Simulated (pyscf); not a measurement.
`[GeH3][GeH3]` + `[Cl]` [doublet] -> `[GeH2]` [singlet] + `[Cl][GeH3]` + `[H]` [doublet], gas phase, doublet surface. PySCF, gas phase, ωB97X-D3(BJ)/def2-SVP geometries. Correlated levels are frozen-core, on RHF or UHF. ΔMP2 is the change of the MP2 total energy from the triple- to the quadruple-zeta basis. ΔG in kcal/mol from CCSD(T)/def2-TZVPP + ΔMP2(QZVPP) energies (ideal gas, 1 atm, RRHO with modes under 100 cm⁻¹ raised to 100, one conformer, R ln 2 for chiral ones without a mode under 150 cm⁻¹).

```
T (K)     ΔG
-----  -----
298    +24.5
600    +14.3
900        ?
1200    -5.5
```

**Question.** Fit a line to the three values, predict ΔG at 900 K, and estimate where the reaction turns favourable at 1 atm of each gas.

**Answer.** Least squares gives ΔG = +34.3 − 33.2 × T/1000 K, so ΔS is about +139 J/(mol K) and ΔH about +34.3 kcal/mol over this range (ΔH at 298 K: +34.6). At 900 K the line gives +4.4; the computed value is +4.3. ΔG = 0 falls near 1030 K; 1 kcal/mol in the energy moves that by 30 K. This is thermodynamics alone and says nothing of the barrier. The CCSD(T) − MP2 part came from Ansatz, without density fitting, on the same reference. The frozen core leaves the outer d or s,p core shells of the metals and heavy elements correlated in the MP2 and CC values, and def2-TZVPP describes them poorly, which can shift differences by a few kcal/mol. Left out: orbital degeneracy and the spin-orbit lowering of Cl. Elements up to Kr have no core potential and no relativistic terms here.
